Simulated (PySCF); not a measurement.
# A diatomic session: P₂+, part 1 of 2

Aim: find the lowest electronic state of P₂+, scan its bond at several levels of theory, and get bond length, wavenumber and dissociation energy from each curve.

Method: P 6-311G(d,p), no relativity; program: PySCF 2.14.0.

## 1. Set-up

A driver script around PySCF takes these settings:

```json
{"atoms": "P, P", "charge": "1", "basis": "P 6-311G(d,p)", "Hamiltonian": "no relativity", "basis functions": "52", "electrons treated": "29", "masses in u": "30.9738, 30.9738", "levels": "PBE0, PBE, r²SCAN, BHandHLYP, M06, LDA, LC-ωPBE, HF, MP2, SCS-MP2, CCSD, CCSD(T)", "grid": "80 radial by 434 angular points", "occupations": "held fixed by the projection of orbital angular momentum", "dissociation limit": "P+ + P, each in its ground configuration", "starting distance in angstrom": "2.230", "values of 2S to try": "1, 3, 5"}
```

On the command line:

```console
$ OMP_NUM_THREADS=1 python dia.py task.json out
```

After the search, every level is run at each distance in turn; below they are sorted by level.

## 2. Search for the lowest state

Unrestricted PBE0 solutions at 2.230 Å, counted from the lowest. The search isn't exhaustive.

| 2Ms+1 | unpaired | term | E (eV) | ⟨S²⟩ | ⟨Lz²⟩ |
| --- | --- | --- | --- | --- | --- |
| 2 | π ↑ | ²Π | 0.00 | 1.00 | 1.08 |
| 2 | σ ↑ | not assigned | 0.77 | 1.69 | 0.00 |
| 4 | π ↑↑↑ | ⁴Π | 0.96 | 3.76 | 1.00 |
| 2 | π ↑↑↓ | not assigned | 1.40 | 1.76 | 3.02 |
| 4 | σ ↑, π ↑↑ | not assigned | 1.79 | 4.01 | 2.01 |
| 6 | σ ↑, π ↑↑↑↑ | ⁶Σ⁺ | 2.26 | 8.75 | 0.00 |

6 of 14 solutions are listed, lowest first.

A term symbol stands only where ⟨S²⟩ and ⟨Lz²⟩ are near those of a pure state; g and u labels are left off.

Followed over a short scan are these candidates:

| 2Ms+1 | unpaired | R at minimum (Å) | energy at minimum (eV) |
| --- | --- | --- | --- |
| 2 | π ↑ | 1.97 | 0.00 |
| 2 | σ ↑ | 1.88 | 0.37 |
| 4 | π ↑↑↑ | 2.23 | 1.62 |
| 2 | π ↑↑↓ | 2.24 | 2.07 |
| 6 | σ ↑, π ↑↑↑↑ | not bracketed | ≤ 2.66 |

The search made 20 SCF attempts at the starting distance; with the short scans it took 18 s of wall time (1 thread of Arm Neoverse V1, shared host).

## 3. The PBE0 curve of the state that the search chose

State followed: ²Πu (doublet), unpaired electrons π ↑. The scan is laid around 1.972 Å.

Log of the SCF at 1.972 Å:

```text
******** <class 'pyscf.dft.uks_symm.SymAdaptedUKS'> ********
method = SymAdaptedUKS
initial guess = minao
damping factor = 0
level_shift factor = 0
DIIS = <class 'pyscf.scf.diis.CDIIS'>
diis_start_cycle = 1
diis_space = 10
diis_damp = 0
SCF conv_tol = 1e-09
SCF conv_tol_grad = None
SCF max_cycles = 60
direct_scf = False
max_memory 909 MB (current use 319 MB)
number electrons alpha = 15  beta = 14
XC library pyscf.dft.libxc version 7.0.0
    S. Lehtola, C. Steigemann, M. J.T. Oliveira, and M. A.L. Marques.,  SoftwareX 7, 1–5 (2018)
XC functionals = PBE0
    C. Adamo and V. Barone.,  J. Chem. Phys. 110, 6158 (1999)
    M. Ernzerhof and G. E. Scuseria.,  J. Chem. Phys. 110, 5029 (1999)
small_rho_cutoff = 0
Overwritten attributes  get_occ get_hcore get_jk get_j get_k  of <class 'pyscf.dft.uks_symm.SymAdaptedUKS'>
<class 'pyscf.dft.uks_symm.SymAdaptedUKS'> does not have attributes  refdm
Set gradient conv threshold to 3.16228e-05
init E= -682.014289498256
cycle= 1 E= -682.046783161808  delta_E= -0.0325  |g|= 0.0179  |ddm|= 0.0638
cycle= 2 E= -682.046934304648  delta_E= -0.000151  |g|= 0.0113  |ddm|= 0.0358
cycle= 3 E= -682.047018976082  delta_E= -8.47e-05  |g|= 0.000847  |ddm|= 0.0136
cycle= 4 E= -682.047019035451  delta_E= -5.94e-08  |g|= 0.00011  |ddm|= 0.000282
cycle= 5 E= -682.047019041593  delta_E= -6.14e-09  |g|= 3.91e-05  |ddm|= 0.000212
cycle= 6 E= -682.047019041423  delta_E= 1.69e-10  |g|= 4.23e-05  |ddm|= 8.66e-05
cycle= 7 E= -682.047019042791  delta_E= -1.37e-09  |g|= 2.14e-06  |ddm|= 4.74e-05
cycle= 8 E= -682.047019042795  delta_E= -4.66e-12  |g|= 4.24e-07  |ddm|= 4.6e-06
Extra cycle  E= -682.047019042796  delta_E= -5.68e-13  |g|= 1.91e-07  |ddm|= 1.06e-06
converged SCF energy = -682.047019042796  <S^2> = 0.75249942  2S+1 = 2.0024979
```

Points of the scan, energies from the lowest:

| R (Å) | E (eV) | Mayer bond order | ⟨S²⟩ | HOMO (eV) | LUMO (eV) |
| --- | --- | --- | --- | --- | --- |
| 1.6959 | 1.7126 | 2.15 | 0.75 | -15.46 | -13.68 |
| 1.7748 | 0.7592 | 2.19 | 0.75 | -15.47 | -13.36 |
| 1.8537 | 0.2358 | 2.21 | 0.75 | -15.44 | -13.07 |
| 1.9128 | 0.0512 | 2.23 | 0.75 | -15.20 | -12.87 |
| 1.9720 | 0.0000 | 2.25 | 0.75 | -14.98 | -12.68 |
| 2.0312 | 0.0512 | 2.27 | 0.75 | -14.77 | -12.50 |
| 2.1100 | 0.2359 | 2.30 | 0.75 | -14.51 | -12.29 |
| 2.2086 | 0.5934 | 2.32 | 0.75 | -14.22 | -12.05 |
| 2.3270 | 1.1299 | 2.35 | 0.75 | -13.92 | -11.79 |
| 2.4847 | 1.9195 | 2.38 | 0.75 | -13.57 | -11.50 |

The fit gives Re = 1.969 Å, ωe = 719 cm⁻¹, ωexe = 2.38 cm⁻¹, αe = 0.00133 cm⁻¹, Be = 0.2807 cm⁻¹, De = 4.55 eV.

Orbitals nearest the gap at 1.972 Å:

| spin | orbital | ε (eV) | filled | made of |
| --- | --- | --- | --- | --- |
| α | σg | -27.14 | yes | s 85 %, p 14 % |
| β | σg | -26.26 | yes | s 85 %, p 13 % |
| α | σu | -20.76 | yes | s 96 % |
| β | σu | -20.19 | yes | s 94 % |
| α | πu | -16.06 | yes | p 98 % |
| α | σg | -15.63 | yes | p 82 %, s 17 % |
| β | σg | -15.42 | yes | p 82 %, s 16 % |
| α | πu | -15.24 | yes | p 98 % |
| β | πu | -14.98 | yes | p 98 % |
| β | πu | -12.68 | no | p 98 % |
| α | πg | -10.46 | no | p 99 % |
| α | πg | -9.76 | no | p 99 % |
| β | πg | -9.58 | no | p 99 % |

Polarisability there: 57.7 bohr³ along the bond, 23.8 across it. Without diffuse functions these come out too small, above all across the bond.

## 4. Fields at the reference distance

Orbitals, density, ELF and potential are computed afterwards from the orbital file.

Frontier orbitals at PBE0 (alpha spin), with the share of their density that lies nearest to each atom:

| orbital | energy (eV) | lies on |
| --- | --- | --- |
| HOMO | -15.24 | P1, P2 about 50 % each |
| LUMO | -10.46 | P1, P2 about 50 % each |

ELF in a plane through or near 2 of the atoms.

Ten even steps from ' ' (0.00) to '@' (0.97):
```
                                                        
              ......::............::......              
            ::==++++++==--::::--==++++++==::            
        ..--++**######**++====++**######**++--..        
        ::++####%%%%##**++++++++**##%%%%####++::        
      ::++##%%%%%%%%%%############%%%%%%%%%%##++..      
    ::--##%%@@@@@@%%%%%%%%%%%%%%%%%%@@@@@@@@%%##--::    
    --++%%@@@@@@**==--==%%%%%%%%==--==**@@@@@@%%++--    
  ..==**%%@@@@##..::==..++%%%%++..==::..##@@@@%%**==..  
  ..++##@@@@@@++--**@@++::%%%%--++%%%%--++@@@@@@##++..  
  ..++##@@@@@@++--**@@++::%%%%--++%%%%::++@@@@@@##++..  
  ..==**%%@@@@##..::++..++%%%%==..==::..##@@@@%%**==..  
    --++%%@@@@@@**==--==%%%%%%##==--==**@@@@@@%%++--    
    ::--##%%@@@@@@@@%%%%%%%%%%%%%%%%@@@@@@@@%%##--::    
      ::++##%%%%%%%%%%############%%%%%%%%%%##++..      
        ::++####%%%%##**++++++++**##%%%%####++::        
        ..--++**######**++====++**######**++--..        
            ::==++++++==--::::--==++++++==::            
              ......::............::......              
                                                        
```
The map spans 7.2 Å across and 5.2 Å up, centred on the molecule. Atoms in the plane (x, y in Å): P1 (-1.0, 0.0), P2 (1.0, 0.0).

log10 of the density (e/Å³) in the same plane.

Ten even steps from ' ' (-4.0) to '@' (3.5):
```
            ................................            
        ........::::::::::::::::::::::::........        
      ......::::::::::::::::::::::::::::::::......      
    ......::::----------------------------::::::....    
    ....::::--------------------------------::::....    
  ....::::------========================------::::....  
  ..::::----================================----::::..  
....::::----====++++++++++++++++++++++++====----::::....
....::::--====++++******++++++++++****++++====--::::....
..::::----====++**##@@##++++++++**@@##**++====----::::..
..::::----====++**##@@##++++++++**%%##**++====----::::..
....::::--====++++****++++++++++++****++++====--::::....
....::::----====++++++++++++++++++++++++====----::::....
  ..::::----================================----::::..  
  ....::::------========================------::::....  
    ....::::--------------------------------::::....    
    ......::::----------------------------::::::....    
      ......::::::::::::::::::::::::::::::::......      
        ........::::::::::::::::::::::::........        
            ................................            
```
The map spans 7.2 Å across and 5.2 Å up, centred on the molecule. Atoms in the plane (x, y in Å): P1 (-1.0, 0.0), P2 (1.0, 0.0).

On the surface of density 0.002 e/bohr³ the electrostatic potential runs, from the 1st to the 99th percentile, from 5.44 to 8.01 V.

The spin density lies nearest to P1, P2 about 50 % each.

## 5. Excited determinants

State 2: ²Σg⁺ (doublet), unpaired electrons σ ↑, an excited solution.

The SCF at the reference distance, 1.972 Å, printed:

```text
[... 13 set-up lines left out, the same as in an earlier log ...]
max_memory 909 MB (current use 372 MB)
[... 8 set-up lines left out, the same as in an earlier log ...]
init E= -681.984089093061
cycle= 1 E= -682.028529721782  delta_E= -0.0444  |g|= 0.0189  |ddm|= 0.0626
cycle= 2 E= -682.028673570695  delta_E= -0.000144  |g|= 0.0145  |ddm|= 0.0394
cycle= 3 E= -682.028811132879  delta_E= -0.000138  |g|= 0.00158  |ddm|= 0.0158
cycle= 4 E= -682.028804503842  delta_E= 6.63e-06  |g|= 0.00334  |ddm|= 0.00424
cycle= 5 E= -682.028812620622  delta_E= -8.12e-06  |g|= 0.000181  |ddm|= 0.00311
cycle= 6 E= -682.028812647716  delta_E= -2.71e-08  |g|= 2.13e-05  |ddm|= 0.000231
cycle= 7 E= -682.02881264853  delta_E= -8.14e-10  |g|= 6.1e-06  |ddm|= 5.63e-05
Extra cycle  E= -682.028812648554  delta_E= -2.41e-11  |g|= 2.94e-06  |ddm|= 1.03e-05
converged SCF energy = -682.028812648554  <S^2> = 0.7587089  2S+1 = 2.00869
```

Re = 1.876 Å, ωe = 807 cm⁻¹, ωexe = 2.97 cm⁻¹, αe = 0.00149 cm⁻¹, Be = 0.3093 cm⁻¹. Its minimum lies 0.35 eV above that of the lowest state.

State 3: ⁴Πg (quartet), unpaired electrons π ↑↑↑, an excited solution.

Output of the SCF at 1.972 Å:

```text
[... 13 set-up lines left out, the same as in an earlier log ...]
max_memory 909 MB (current use 342 MB)
number electrons alpha = 16  beta = 13
[... 7 set-up lines left out, the same as in an earlier log ...]
init E= -681.952162272919
cycle= 1 E= -681.964569098071  delta_E= -0.0124  |g|= 0.014  |ddm|= 0.0652
cycle= 2 E= -681.964659947824  delta_E= -9.08e-05  |g|= 0.00742  |ddm|= 0.0274
cycle= 3 E= -681.964692622277  delta_E= -3.27e-05  |g|= 0.000677  |ddm|= 0.00952
cycle= 4 E= -681.964692722872  delta_E= -1.01e-07  |g|= 0.000152  |ddm|= 0.000597
cycle= 5 E= -681.964692734764  delta_E= -1.19e-08  |g|= 1.89e-05  |ddm|= 0.000244
cycle= 6 E= -681.964692735199  delta_E= -4.35e-10  |g|= 4.36e-06  |ddm|= 5.28e-05
Extra cycle  E= -681.964692735225  delta_E= -2.61e-11  |g|= 1.82e-06  |ddm|= 1.15e-05
converged SCF energy = -681.964692735225  <S^2> = 3.760737  2S+1 = 4.0053649
```

Re = 2.227 Å, ωe = 485 cm⁻¹, ωexe = 1.66 cm⁻¹, αe = 0.00119 cm⁻¹, Be = 0.2196 cm⁻¹. Its minimum lies 1.62 eV above that of the lowest state.

State 4: Ms = 0.5 determinant of mixed spin (⟨S²⟩ = 1.76), unpaired electrons π ↑↑↓, an excited solution.

Log of the SCF at 1.972 Å:

```text
[... 22 set-up lines left out, the same as in an earlier log ...]
init E= -681.935710142489
cycle= 1 E= -681.947326462479  delta_E= -0.0116  |g|= 0.0139  |ddm|= 0.0646
cycle= 2 E= -681.947412835578  delta_E= -8.64e-05  |g|= 0.00746  |ddm|= 0.0275
cycle= 3 E= -681.947445648098  delta_E= -3.28e-05  |g|= 0.000677  |ddm|= 0.00944
cycle= 4 E= -681.947445740733  delta_E= -9.26e-08  |g|= 0.000139  |ddm|= 0.000575
cycle= 5 E= -681.947445749094  delta_E= -8.36e-09  |g|= 1.29e-05  |ddm|= 0.00018
cycle= 6 E= -681.947445749198  delta_E= -1.04e-10  |g|= 1.85e-06  |ddm|= 2.82e-05
Extra cycle  E= -681.9474457492  delta_E= -2.39e-12  |g|= 1.05e-06  |ddm|= 4.37e-06
converged SCF energy = -681.9474457492  <S^2> = 1.7601284  2S+1 = 2.8355799
```

Re = 2.233 Å, ωe = 481 cm⁻¹; the determinant mixes terms (⟨S²⟩ = 1.76, ⟨Lz²⟩ = 3.02), so these belong to no real state. Its minimum lies 2.06 eV above that of the lowest state.

Energy (eV) from the lowest point of the lowest state:

| R (Å) | lowest | state 2 | state 3 | state 4 |
| --- | --- | --- | --- | --- |
| 1.696 | 1.713 | 1.164 | 5.881 | 6.388 |
| 1.775 | 0.759 | 0.574 | 4.316 | 4.811 |
| 1.854 | 0.236 | 0.359 | 3.230 | 3.715 |
| 1.913 | 0.051 | 0.373 | 2.656 | 3.133 |
| 1.972 | 0.000 | 0.495 | 2.240 | 2.710 |
| 2.031 | 0.051 | 0.697 | 1.952 | 2.414 |
| 2.110 | 0.236 | 1.048 | 1.722 | 2.176 |
| 2.209 | 0.593 | 1.566 | 1.617 | 2.062 |
| 2.327 | 1.130 | 2.232 | 1.674 | 2.109 |
| 2.485 | 1.919 | 3.106 | 1.937 | 2.362 |

## 6. PBE (GGA)

The SCF at the reference distance, 1.972 Å, printed:

```text
[... 17 set-up lines left out, the same as in an earlier log ...]
XC functionals = PBE
    J. P. Perdew, K. Burke, and M. Ernzerhof.,  Phys. Rev. Lett. 77, 3865 (1996)
    J. P. Perdew, K. Burke, and M. Ernzerhof.,  Phys. Rev. Lett. 78, 1396 (1997)
    J. P. Perdew, K. Burke, and M. Ernzerhof.,  Phys. Rev. Lett. 77, 3865 (1996)
    J. P. Perdew, K. Burke, and M. Ernzerhof.,  Phys. Rev. Lett. 78, 1396 (1997)
[... 2 set-up lines left out, the same as in an earlier log ...]
init E= -682.001763629219
cycle= 1 E= -682.003508391785  delta_E= -0.00174  |g|= 0.0038  |ddm|= 0.0627
cycle= 2 E= -682.003515350558  delta_E= -6.96e-06  |g|= 0.00155  |ddm|= 0.00981
cycle= 3 E= -682.003516832817  delta_E= -1.48e-06  |g|= 0.000713  |ddm|= 0.00333
cycle= 4 E= -682.003517051945  delta_E= -2.19e-07  |g|= 4.91e-05  |ddm|= 0.000712
cycle= 5 E= -682.003517053102  delta_E= -1.16e-09  |g|= 2.59e-05  |ddm|= 0.000121
cycle= 6 E= -682.003517052837  delta_E= 2.64e-10  |g|= 2.87e-05  |ddm|= 5.05e-05
Extra cycle  E= -682.003517041519  delta_E= 1.13e-08  |g|= 0.000123  |ddm|= 0.000157
SCF not converged.
SCF energy = -682.003517041519 after 60 cycles  <S^2> = 0.75208822  2S+1 = 2.0020871

******** <class 'pyscf.dft.uks_symm.SymAdaptedUKS'> ********
method = SymAdaptedUKS
initial guess = minao
damping factor = 0
level_shift factor = 0.3
DIIS = <class 'pyscf.scf.diis.CDIIS'>
diis_start_cycle = 1
diis_space = 10
diis_damp = 0
SCF conv_tol = 1e-09
SCF conv_tol_grad = None
SCF max_cycles = 80
direct_scf = False
max_memory 909 MB (current use 346 MB)
number electrons alpha = 15  beta = 14
XC library pyscf.dft.libxc version 7.0.0
    S. Lehtola, C. Steigemann, M. J.T. Oliveira, and M. A.L. Marques.,  SoftwareX 7, 1–5 (2018)
XC functionals = PBE
    J. P. Perdew, K. Burke, and M. Ernzerhof.,  Phys. Rev. Lett. 77, 3865 (1996)
    J. P. Perdew, K. Burke, and M. Ernzerhof.,  Phys. Rev. Lett. 78, 1396 (1997)
    J. P. Perdew, K. Burke, and M. Ernzerhof.,  Phys. Rev. Lett. 77, 3865 (1996)
    J. P. Perdew, K. Burke, and M. Ernzerhof.,  Phys. Rev. Lett. 78, 1396 (1997)
small_rho_cutoff = 0
Set gradient conv threshold to 3.16228e-05
init E= -682.001763629219
cycle= 1 E= -682.003473207202  delta_E= -0.00171  |g|= 0.00658  |ddm|= 0.0457
cycle= 2 E= -682.003512470512  delta_E= -3.93e-05  |g|= 0.00179  |ddm|= 0.0135
cycle= 3 E= -682.003516467537  delta_E= -4e-06  |g|= 0.000696  |ddm|= 0.00481
cycle= 4 E= -682.003516974746  delta_E= -5.07e-07  |g|= 0.00022  |ddm|= 0.0017
cycle= 5 E= -682.003517042238  delta_E= -6.75e-08  |g|= 7.47e-05  |ddm|= 0.000638
cycle= 6 E= -682.003517051822  delta_E= -9.58e-09  |g|= 2.93e-05  |ddm|= 0.000251
cycle= 7 E= -682.003517053243  delta_E= -1.42e-09  |g|= 1.08e-05  |ddm|= 9.55e-05
cycle= 8 E= -682.00351705345  delta_E= -2.07e-10  |g|= 4.28e-06  |ddm|= 3.64e-05
Extra cycle  E= -682.003517053486  delta_E= -3.62e-11  |g|= 1.79e-06  |ddm|= 2.48e-05
converged SCF energy = -682.003517053486  <S^2> = 0.75208822  2S+1 = 2.0020871
```

Re = 2.003 Å, ωe = 662 cm⁻¹, ωexe = 2.46 cm⁻¹, αe = 0.00142 cm⁻¹, Be = 0.2713 cm⁻¹, De = 5.02 eV.

## 7. r²SCAN (meta-GGA)

The SCF at the reference distance, 1.972 Å, printed:

```text
[... 17 set-up lines left out, the same as in an earlier log ...]
XC functionals = R2SCAN
    J. W. Furness, A. D. Kaplan, J. Ning, J. P. Perdew, and J. Sun.,  J. Phys. Chem. Lett. 11, 8208-8215 (2020)
    J. W. Furness, A. D. Kaplan, J. Ning, J. P. Perdew, and J. Sun.,  J. Phys. Chem. Lett. 11, 9248-9248 (2020)
    J. W. Furness, A. D. Kaplan, J. Ning, J. P. Perdew, and J. Sun.,  J. Phys. Chem. Lett. 11, 8208-8215 (2020)
    J. W. Furness, A. D. Kaplan, J. Ning, J. P. Perdew, and J. Sun.,  J. Phys. Chem. Lett. 11, 9248-9248 (2020)
[... 2 set-up lines left out, the same as in an earlier log ...]
init E= -682.251421322254
cycle= 1 E= -682.252148180286  delta_E= -0.000727  |g|= 0.00828  |ddm|= 0.0862
cycle= 2 E= -682.25215858162  delta_E= -1.04e-05  |g|= 0.0033  |ddm|= 0.00711
cycle= 3 E= -682.25216146106  delta_E= -2.88e-06  |g|= 0.000545  |ddm|= 0.00316
cycle= 4 E= -682.252161661822  delta_E= -2.01e-07  |g|= 0.000181  |ddm|= 0.000881
cycle= 5 E= -682.252161684172  delta_E= -2.24e-08  |g|= 2.19e-05  |ddm|= 0.00027
cycle= 6 E= -682.252161683486  delta_E= 6.86e-10  |g|= 3.58e-05  |ddm|= 6.1e-05
cycle= 7 E= -682.252161684446  delta_E= -9.6e-10  |g|= 9.51e-06  |ddm|= 4.74e-05
Extra cycle  E= -682.252161683563  delta_E= 8.83e-10  |g|= 3.45e-05  |ddm|= 4.65e-05
converged SCF energy = -682.252161683563  <S^2> = 0.75418123  2S+1 = 2.0041769
```

Re = 1.981 Å, ωe = 696 cm⁻¹, ωexe = 2.50 cm⁻¹, αe = 0.00140 cm⁻¹, Be = 0.2774 cm⁻¹, De = 4.69 eV.

## 8. BHandHLYP (global hybrid GGA)

Output of the SCF at 1.972 Å:

```text
[... 13 set-up lines left out, the same as in an earlier log ...]
max_memory 909 MB (current use 351 MB)
[... 3 set-up lines left out, the same as in an earlier log ...]
XC functionals = BHANDHLYP
    A. D. Becke.,  J. Chem. Phys. 98, 1372 (1993)
    Defined through Gaussian implementation.
[... 2 set-up lines left out, the same as in an earlier log ...]
init E= -682.30562595234
cycle= 1 E= -682.306645802874  delta_E= -0.00102  |g|= 0.0101  |ddm|= 0.0706
cycle= 2 E= -682.306665322198  delta_E= -1.95e-05  |g|= 0.00282  |ddm|= 0.00992
cycle= 3 E= -682.306666302144  delta_E= -9.8e-07  |g|= 0.000293  |ddm|= 0.00193
cycle= 4 E= -682.306666374627  delta_E= -7.25e-08  |g|= 2.87e-05  |ddm|= 0.000641
cycle= 5 E= -682.306666375329  delta_E= -7.02e-10  |g|= 5e-06  |ddm|= 5.85e-05
Extra cycle  E= -682.306666375354  delta_E= -2.52e-11  |g|= 1.99e-06  |ddm|= 1.11e-05
converged SCF energy = -682.306666375354  <S^2> = 0.75236807  2S+1 = 2.0023667
```

Re = 1.950 Å, ωe = 751 cm⁻¹, ωexe = 2.36 cm⁻¹, αe = 0.00130 cm⁻¹, Be = 0.2863 cm⁻¹, De = 4.09 eV. 5.7 s of CPU time for 12 points, integrals apart.

## 9. M06 (hybrid meta-GGA)

Log of the SCF at 1.972 Å:

```text
[... 13 set-up lines left out, the same as in an earlier log ...]
max_memory 909 MB (current use 352 MB)
[... 3 set-up lines left out, the same as in an earlier log ...]
XC functionals = M06
    Y. Zhao and D. G. Truhlar.,  Theor. Chem. Acc. 120, 215 (2008)
    Y. Zhao and D. G. Truhlar.,  Theor. Chem. Acc. 120, 215 (2008)
[... 2 set-up lines left out, the same as in an earlier log ...]
init E= -682.288216041866
cycle= 1 E= -682.289457612024  delta_E= -0.00124  |g|= 0.00898  |ddm|= 0.0895
cycle= 2 E= -682.289491577191  delta_E= -3.4e-05  |g|= 0.00396  |ddm|= 0.0195
cycle= 3 E= -682.289500643735  delta_E= -9.07e-06  |g|= 0.00105  |ddm|= 0.00606
cycle= 4 E= -682.289501117074  delta_E= -4.73e-07  |g|= 7.06e-05  |ddm|= 0.000992
cycle= 5 E= -682.289501121084  delta_E= -4.01e-09  |g|= 2.57e-05  |ddm|= 0.000193
cycle= 6 E= -682.289501121319  delta_E= -2.34e-10  |g|= 5.05e-06  |ddm|= 3.22e-05
Extra cycle  E= -682.289501121253  delta_E= 6.61e-11  |g|= 1.06e-05  |ddm|= 1.67e-05
converged SCF energy = -682.289501121253  <S^2> = 0.75253322  2S+1 = 2.0025316
```

Re = 1.973 Å, ωe = 714 cm⁻¹, ωexe = 2.48 cm⁻¹, αe = 0.00134 cm⁻¹, Be = 0.2798 cm⁻¹, De = 4.93 eV. 11 s of CPU time for 12 points, integrals apart.

## 10. LDA

Output of the SCF at 1.972 Å:

```text
[... 17 set-up lines left out, the same as in an earlier log ...]
XC functionals = LDA,VWN
    P. A. M. Dirac.,  Math. Proc. Cambridge Philos. Soc. 26, 376 (1930)
    F. Bloch.,  Z. Phys. 57, 545 (1929)
    S. H. Vosko, L. Wilk, and M. Nusair.,  Can. J. Phys. 58, 1200 (1980)
[... 2 set-up lines left out, the same as in an earlier log ...]
init E= -679.797007484949
cycle= 1 E= -679.806615051556  delta_E= -0.00961  |g|= 0.0453  |ddm|= 0.112
cycle= 2 E= -679.806690928229  delta_E= -7.59e-05  |g|= 0.0149  |ddm|= 0.016
cycle= 3 E= -679.80670926482  delta_E= -1.83e-05  |g|= 0.00183  |ddm|= 0.00685
cycle= 4 E= -679.806710360895  delta_E= -1.1e-06  |g|= 0.000607  |ddm|= 0.00262
cycle= 5 E= -679.80671060624  delta_E= -2.45e-07  |g|= 5.72e-05  |ddm|= 0.000798
cycle= 6 E= -679.806710606741  delta_E= -5.01e-10  |g|= 3.43e-05  |ddm|= 9.73e-05
cycle= 7 E= -679.806710607415  delta_E= -6.74e-10  |g|= 1.73e-05  |ddm|= 5.15e-05
Extra cycle  E= -679.806710603315  delta_E= 4.1e-09  |g|= 7.5e-05  |ddm|= 9.29e-05
converged SCF energy = -679.806710603315  <S^2> = 0.75092789  2S+1 = 2.0009277
```

Re = 1.988 Å, ωe = 675 cm⁻¹, ωexe = 2.47 cm⁻¹, αe = 0.00142 cm⁻¹, Be = 0.2753 cm⁻¹, De = 5.79 eV. 4.7 s of CPU time for 12 points, integrals apart.

(Continued in part 2 of 2.)
